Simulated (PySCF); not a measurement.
## Two-photon absorption: bicyclopropyl (C1(C2CC2)CC1, C6H10)

Cartesian coordinates in Å; atom numbers follow the order of the lines, from 1:
```xyz
16

C    -1.874   -0.610   -0.506
C    -1.903    0.393    0.610
C    -0.637   -0.352    0.303
C     0.529    0.356   -0.303
C     1.765    0.614    0.507
C     1.795   -0.389   -0.609
H    -1.892   -0.234   -1.534
H    -2.400   -1.559   -0.370
H    -2.449    0.143    1.524
H    -1.940    1.454    0.345
H    -0.357   -1.137    1.016
H     0.248    1.140   -1.015
H     2.291    1.563    0.371
H     1.783    0.239    1.535
H     2.341   -0.140   -1.522
H     1.832   -1.450   -0.344
```

Computed, not measured: TDDFT CAM-B3LYP/def2-TZVPD excited states, vertical, gas phase (PySCF 2.14.0). Geometry: PBE0-D3(BJ)/def2-SVP.

Question: Give the one- and two-photon strengths of the lowest singlets.

Answer: δ for parallel linear polarisation; σ at the peak of a Lorentzian of half width 0.1 eV, single beam; Ω is circular over linear.
```
state  E (eV)      f  photon λ (nm)  δ (au)  σ (GM)     Ω                                  main
   S1    6.97  0.003            356    <0.1    0.00     –                      HOMO→LUMO+1 0.91
   S2    7.01  0.000            354    70.3    1.26  1.50                        HOMO→LUMO 0.91
   S3    7.30  0.040            340    <0.1    0.00     –                      HOMO→LUMO+2 0.95
   S4    7.39  0.028            336    <0.1    0.00     –                      HOMO→LUMO+3 0.87
   S5    7.71  0.000            322    72.3    1.57  1.44  HOMO−1→LUMO 0.83, HOMO−2→LUMO+3 0.11
   S6    7.75  0.003            320    <0.1    0.00     –                    HOMO−1→LUMO+1 0.85
```

Among these, the strongest one-photon state is S3, the strongest two-photon state S5, with a dipole change of 0.0 D (relaxed, norm of the difference vector).
